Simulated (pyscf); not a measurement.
PySCF, gas phase, ωB97X-D3(BJ)/def2-SVP geometries.

Task: For H₂N–NH₂ + GaH₃ → H₂N–NH–GaH₂ + H₂, a four-centre exchange (singlet surface; H–N, Ga–H broken, Ga–N, H–H formed), PBE/def2-TZVP gives ΔE‡ = 45.7 kJ/mol and ΔE = -32.3 kJ/mol (zero: the separated reactants). In which direction and how far do B3LYP-D3(BJ)/def2-TZVP, M06-2X/def2-TZVP, ωB97M-D3(BJ)/def2-TZVP move these?

Result: B3LYP-D3(BJ): ΔE‡ = 61.1 kJ/mol, ΔE = -32.0 kJ/mol; M06-2X: ΔE‡ = 49.9 kJ/mol, ΔE = -46.0 kJ/mol; ωB97M-D3(BJ): ΔE‡ = 68.9 kJ/mol, ΔE = -24.4 kJ/mol. PBE's barrier lies under all of them, by 4.2 to 23.2 kJ/mol. Its reaction energy lies among theirs. On the reactant side the descent ends in an adduct with a Ga–N contact, 111.2 kJ/mol under the separated species and 170.9 kJ/mol under the saddle at ωB97X-D3(BJ)/def2-TZVP. What is counted as formed (Ga–N) is already present as a longer contact in the reactant adduct; forming that adduct is a step of its own. At the saddle there is also a short Ga–H contact that neither side keeps. At ωB97X-D3(BJ)/def2-TZVP the barrier from the zero used here is 59.8 kJ/mol. H₂N–NH–GaH₂ lies 211.2 kJ/mol over its isomer H₂N–GaH–NH₂ (electronic energy, ωB97M-D3(BJ)/def2-TZVP). One saddle was located; it need not be the lowest between these sides. Elements up to Kr have no core potential and no relativistic terms here.
